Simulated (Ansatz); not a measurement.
The input, for Ansatz 0.2.0:

```yaml
crystal:
  periodic: [false, false, false]
  atoms:
    - {symbol: Cl, position_ang: [0.000000, 0.000000, -1.629333]}
    - {symbol: H, position_ang: [0.000000, 0.000000, 0.294667]}
    - {symbol: N, position_ang: [0.000000, 0.000000, 1.334667]}
basis:
  gaussian: {orbitals: cc-pVDZ}
magnetization: {spin_polarized: false, initial_magnetization: 3}
correlation: {method: ccsdtq, electrons: outside_noble_gas}
```

```sh
$ ansatz run in.yaml --threads 2 --pin off --events-out ev --progress --plain --max-ram 24576MiB --backend cuda --devices 0, --max-vram 18GiB
```

Output:

```
652 factors; integrals over basis functions are off by at most 2.3e-7 eV
mean field evaluation 1: about -13995.9276 eV, gradient 1.4e1 eV
mean field evaluation 2: about -13995.9415 eV, gradient 1.4e1 eV
mean field evaluation 4: about -13997.5670 eV, gradient 4.9e0 eV
mean field evaluation 8: about -13997.8867 eV, gradient 2.8e-1 eV
mean field evaluation 16: about -13996.7405 eV, gradient 1.6e1 eV
mean field evaluation 32: about -13997.7006 eV, gradient 1.7e-6 eV
mean field evaluation 64: about -13997.7006 eV, gradient 1.1e-3 eV
mean field evaluation 96: about -13997.6958 eV, gradient 9.9e-1 eV
mean field evaluation 128: about -13994.2625 eV, gradient 1.1e-1 eV
mean field evaluation 160: about -13985.5855 eV, gradient 2.0e1 eV
...
cycle  11  -7.47730997 eV  change   -3.3e-4 eV  update   3.0e-4
cycle  12  -7.47727580 eV  change    3.4e-5 eV  update   1.5e-4
cycle  13  -7.47727074 eV  change    5.1e-6 eV  update   8.4e-5
cycle  14  -7.47729119 eV  change   -2.0e-5 eV  update   4.5e-5
cycle  15  -7.47732913 eV  change   -3.8e-5 eV  update   3.1e-5
cycle  16  -7.47733703 eV  change   -7.9e-6 eV  update   1.5e-5
cycle  17  -7.47733632 eV  change    7.1e-7 eV  update   1.3e-5
cycle  18  -7.47733361 eV  change    2.7e-6 eV  update   9.9e-6
cycle  19  -7.47733208 eV  change    1.5e-6 eV  update   3.8e-6
cycle  20  -7.47733179 eV  change    2.9e-7 eV  update   8.9e-7
Total energy: -14005.36460324 eV, -514.6876559920 hartree
```

Ran on 2 threads of AMD EPYC 7R13 with a shared H100 80 GB, shared host: 2.4 min wall, 0.97 GiB peak host memory.
